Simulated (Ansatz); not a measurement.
## LiH (SMILES [LiH]): methods side by side

The species is LiH (2 atoms), meant as a singlet with charge 0. As SMILES, `[LiH]`. Geometry: the measured bond length.

```xyz
2

Li    0.0000    0.0000    0.0000
H     0.0000    0.0000    1.5957
```

Quantity: the energy change with the Li1–H2 bond stretched from 1.596 to 1.995 Å, in eV. The values are calculated.

```json
{"level": "SVWN5/3-21G (restricted)", "kind": "LDA", "program": "Ansatz", "value (eV)": "0.24", "less FCI/3-21G": "+0.06"}
{"level": "PBE/3-21G (restricted)", "kind": "GGA", "program": "Ansatz", "value (eV)": "0.24", "less FCI/3-21G": "+0.06"}
{"level": "B3LYP/3-21G (restricted)", "kind": "global hybrid", "program": "Ansatz", "value (eV)": "0.29", "less FCI/3-21G": "+0.11"}
{"level": "PBE0/3-21G (restricted)", "kind": "global hybrid", "program": "Ansatz", "value (eV)": "0.27", "less FCI/3-21G": "+0.09"}
{"level": "wB97X/3-21G (restricted)", "kind": "range-separated hybrid", "program": "Ansatz", "value (eV)": "0.27", "less FCI/3-21G": "+0.09"}
{"level": "RPA@PBE/3-21G (restricted)", "kind": "RPA", "program": "Ansatz", "value (eV)": "0.17", "less FCI/3-21G": "-0.01"}
{"level": "BCCD(T)/3-21G (restricted)", "kind": "coupled cluster or CI", "program": "Ansatz", "value (eV)": "0.18", "less FCI/3-21G": "0.00"}
{"level": "CCSD/3-21G (restricted)", "kind": "coupled cluster or CI", "program": "Ansatz", "value (eV)": "0.18", "less FCI/3-21G": "0.00"}
{"level": "FCI/3-21G", "kind": "exact in the basis", "program": "Ansatz", "value (eV)": "0.18", "less FCI/3-21G": "0.00"}
```

FCI/3-21G is exact within its basis and frozen core, so for wave-function methods in that basis the difference is their error; functionals converge differently with the basis, so for them it is only a difference. The first shape isn't each level's own minimum. The values span 0.17 to 0.29 eV. All rows use very small basis sets, so none should be taken for the real molecule's value.
